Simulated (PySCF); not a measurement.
# CCSDT(Q)/STO-3G run of H2S2 (SMILES SS)

Aim: the energy change on altering one bond length of H2S2 at CCSDT(Q)/STO-3G, from 2 runs. Input form: a Python script.

The results are computed with PySCF 2.14.0.

11 further runs of the same task are left out: 11 set aside as unsound or not needed.

## (1) The structure to begin with

H2S2: 4 atoms, total charge 0, spin state singlet. As SMILES, `SS`. The shape is that of a PBE0-D4/def2-TZVP optimisation.

Bond lengths: S1–S2 2.046 Å, S1–H3 1.347 Å, S2–H4 1.347 Å. Angles: S1–S2–H4 98.6°, S2–S1–H3 98.6°.

## (2) The energy at CCSDT(Q)/STO-3G

File job.py:

```python
from pyscf import gto, scf, cc

mol = gto.Mole()
mol.atom = [
    ('S', (0.784480, -0.789210, 0.166690)),
    ('S', (0.060220, 1.121560, 0.067360)),
    ('H', (-0.225420, -1.352590, 0.856880)),
    ('H', (-0.619290, 1.020250, -1.090950)),
]
mol.basis = 'sto-3g'
mol.verbose = 3
mol.spin = 0
mol.max_memory = 1860
mol.build()

myscf = scf.RHF(mol)
myscf.conv_tol = 1e-10
myscf.kernel()
if not myscf.converged:
    myscf = myscf.newton().run(myscf.mo_coeff, myscf.mo_occ)

mycc = cc.CCSDT(myscf, frozen=10)
mycc.kernel()
e_bracket, e_q = mycc.ccsdt_q()
e_final = mycc.e_tot + e_q
print('Final energy', e_final)
```

Run with:

```bash
$ OMP_NUM_THREADS=1 python job.py
```

What it wrote:

```text
converged SCF energy = -787.490467232047
_make_eris_incore_RCCSDT

WARN: A large `blksize` is being used, which may cause large memory consumption
      for storing contraction intermediates. If memory is sufficient, consider using
      `pyscf.cc.rccsdt_highm.RCCSDT` instead.

RCCSDT converged
E(RCCSDT) = -787.5598279693704   E_corr = -0.06936073732341591
E_corr(same-spin) = -0.00172746921884245
E_corr(oppo-spin) = -0.0676332681045735
_make_eris_incore_RCCSDT
Final energy -787.5598461184785
```

Run time: 1.5 s. Hardware: 1 thread of Arm Neoverse V1, shared host; peak memory 0.1 GiB.

## (3) The distorted shape at the same level

File input.py:

```python
from pyscf import gto, cc

mol = gto.Mole()
mol.atom = '''
S      1.289444    -0.507512    -0.178415
S      0.565184     1.403258    -0.277745
H     -0.225420    -1.352590     0.856880
H     -0.114326     1.301948    -1.436055
'''
mol.max_memory = 1860
mol.charge = 0
mol.verbose = 3
mol.basis = 'sto-3g'
mol.build()

mf = mol.RHF()
mf.conv_tol = 1e-10
mf.kernel()
if not mf.converged:
    mf = mf.newton().run(mf.mo_coeff, mf.mo_occ)

mycc = cc.CCSDT(mf, frozen=10)
mycc.kernel()
e_bracket, e_q = mycc.ccsdt_q()
e_final = mycc.e_tot + e_q
print('E(%s) = %.9f' % ('CCSDT(Q)', e_final))
```

Run with:

```bash
$ OMP_NUM_THREADS=1 python input.py
```

What it wrote:

```text
converged SCF energy = -787.353690029858
_make_eris_incore_RCCSDT

WARN: A large `blksize` is being used, which may cause large memory consumption
      for storing contraction intermediates. If memory is sufficient, consider using
      `pyscf.cc.rccsdt_highm.RCCSDT` instead.

RCCSDT converged
E(RCCSDT) = -787.4783842136903   E_corr = -0.124694183832359
E_corr(same-spin) = -0.00369496524450007
E_corr(oppo-spin) = -0.120999218587859
_make_eris_incore_RCCSDT
E(CCSDT(Q)) = -787.478516404
```

Run time: 1.6 s. Hardware: 1 thread of Arm Neoverse V1, shared host; peak memory 0.12 GiB.

## (4) Outcome

Level: CCSDT(Q)/STO-3G, 10 core orbitals frozen.

```
                                                         quantity          value
                                        first shape: total energy  -787.55985 Eh
                first shape: dipole moment (Hartree–Fock density)         1.13 D
                 first shape: HOMO energy (Hartree–Fock orbitals)       -7.41 eV
                 first shape: LUMO energy (Hartree–Fock orbitals)        9.33 eV
               first shape: HOMO–LUMO gap (Hartree–Fock orbitals)       16.74 eV
        first shape: correlation energy (10 core orbitals frozen)      -69.4 mEh
                                       first shape: T1 diagnostic          0.006
                                    distorted shape: total energy  -787.47852 Eh
            distorted shape: dipole moment (Hartree–Fock density)         0.85 D
             distorted shape: HOMO energy (Hartree–Fock orbitals)       -6.85 eV
             distorted shape: LUMO energy (Hartree–Fock orbitals)        5.20 eV
           distorted shape: HOMO–LUMO gap (Hartree–Fock orbitals)       12.04 eV
    distorted shape: correlation energy (10 core orbitals frozen)     -124.8 mEh
                                   distorted shape: T1 diagnostic          0.013
energy change with the S1–H3 bond stretched from 1.347 to 2.020 Å       2.213 eV
```

What this shows: With the S1–H3 bond stretched from 1.347 to 2.020 Å the energy rises by 2.21 eV (214 kJ/mol). The first shape isn't relaxed at this level, so the change isn't measured from a minimum. The minimal basis adds a large error of its own.
